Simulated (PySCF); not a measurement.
# SiS−: bond curves at several levels of theory

What are the lowest state that PBE0 finds, the bond length, vibrational wavenumber and bond energy of SiS−, and how much do these hang on the method?

Computed with PySCF 2.14.0. Level: Si aug-cc-pVDZ-DK, S aug-cc-pVDZ-DK, spin-free X2C with a Gaussian nucleus.

### 1 The job

Settings of the job:

- atoms: Si, S
- charge: -1
- basis: Si aug-cc-pVDZ-DK, S aug-cc-pVDZ-DK
- Hamiltonian: spin-free X2C with a Gaussian nucleus
- basis functions: 54
- electrons treated: 31
- masses in u: 27.9769, 31.9721
- levels: PBE0, PBE, r²SCAN, PW91, BP86, B3LYP, CAM-B3LYP, HF, MP2, SCS-MP2, CCSD, CCSD(T)
- grid: 80 radial by 434 angular points
- occupations: held fixed by the projection of orbital angular momentum
- dissociation limit: Si + S−, each in its ground configuration
- starting distance in angstrom: 2.200
- values of 2S to try: 1, 3

On the command line:

```bash
$ OMP_NUM_THREADS=1 python dia.py task.json out
```

Further steps of the session: The PBE0 curve of the state that the search chose; Higher solutions at PBE0; PBE (GGA); r²SCAN (meta-GGA); PW91; BP86 (GGA); B3LYP (global hybrid GGA); CAM-B3LYP (range-separated hybrid); UHF; Adding correlation.

**Question.** What will these runs give? Wanted: for each run, Re; ωe; De; μ.

**Answer**, as computed:

Lowest PBE0 solution found, without spin–orbit coupling: ²Π (doublet), unpaired electrons π ↑. State 2 has its PBE0 minimum 2.31 eV higher. The other levels ran on the lowest alone.

```csv
level,Re (Å),ωe (cm⁻¹),De (eV),μ (D)
UHF,2.045,627,2.98,0.07
UHF-MP2,2.066,599,4.36,n/a
UHF-SCS-MP2,2.067,597,4.20,n/a
UHF-CCSD,2.067,595,3.99,n/a
PBE,2.071,576,4.76,1.03
PW91,2.071,575,4.76,0.97
BP86,2.074,571,4.70,1.04
r²SCAN,2.057,597,4.66,0.97
B3LYP,2.064,585,4.38,0.71
PBE0,2.051,608,4.58,0.76
CAM-B3LYP,2.046,613,4.29,0.48
```

De is counted to Si + S− in their ground configurations. A positive dipole points from Si to S; in an ion it is taken about the centre of mass and does not tell which atom is negative. No constants: UHF-CCSD(T) (the points don't follow one smooth fit).

In words: The methods spread over 0.029 Å in bond length, from UHF to BP86. Among the levels with a De in the table, it runs from 2.98 eV (UHF) to 4.76 eV (PW91).

Correlated steps freeze 10 core orbitals. T1 is 0.027 near the minimum (highest on the curve 0.112), which may point to more than one leading configuration. With some functionals the highest level of the anion is positive, from self-interaction error or because the anion is truly unbound there; the finite basis then holds the extra electron, and no neutral molecule was run to test the binding.
